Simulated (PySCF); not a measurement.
A simulated first-order isotropic EPR spectrum at 9.466 GHz has these lines.

Lines, field (mT) (relative intensity): 332.17 (1), 332.59 (1), 333.01 (1), 337.35 (2), 337.78 (2), 338.20 (2), 342.54 (1), 342.96 (1), 343.38 (1)

Q: What is g?

A: The pattern is symmetric about 337.78 mT, so g = hν/(μB·B0) = 9466/(13.99624 × 337.78) = 2.0023, the free-electron value within 10⁻⁴.

Q: Which couplings and how many nuclei make this pattern?

A: The first two lines at either end are about 0.42 mT apart, which is the smallest coupling, and their intensity ratio 1:1 counts the nuclei that share it. In full: a 1:2:1 triplet of 5.19 mT (145 MHz), from 2 nuclei of spin 1/2; a 1:1:1 triplet of 0.42 mT (12 MHz), from 1 nucleus of spin 1. Check: Σ 2nI·a is the distance from the first to the last line, 11.22 mT.

Q: The radical has the formula C3H2N. Propose a structure, and say which nuclei carry the couplings.

A: The pattern alone needn't single out one isomer; the structure behind this simulation is `C=[C]C#N` [radical], numbered [CH2:1]=[C:2][C:3]#[N:4] (hydrogens: H5, H6 on C1). 5.19 mT: 1H at H5/H6 (2 bonds from C2, on C1 of spin population -0.17; computed sign +); 0.42 mT: 14N at N4 (a main spin site; computed sign +). The largest Mulliken spin populations are on C2 (+0.79), N4 (+0.49), C3 (-0.24) and C1 (-0.17). The positive populations add up to 1.40 and the negative ones to -0.40, together 2S = 1. Main spin sites, with 60 % or more of the largest population: C2, N4; positions count bonds from the nearest.

Computed, not measured: UKS B3LYP, IGLO-III on C N, pcH-1 on H, non-relativistic, mean-field spin-orbit, GIAO (PySCF). Geometry: PBE0-D3(BJ)/def2-SVP; no solvent, vibrations or thermal averaging. The SCF solution wasn't tested for stability. ⟨S²⟩ is 0.777 where a pure state has 0.75.

First-order positions only. To second order lines move to lower field by a²/(2B0)·[J(J+1) − M²], with J the total spin of the equivalent nuclei and M its projection: up to 0.08 mT for the 5.19 mT coupling at this field, and inner lines split by J.

Rare isotopes and splittings under 0.04 mT were left out of the simulation.

The run took 19 s on one thread, x86-64 server (shared host).
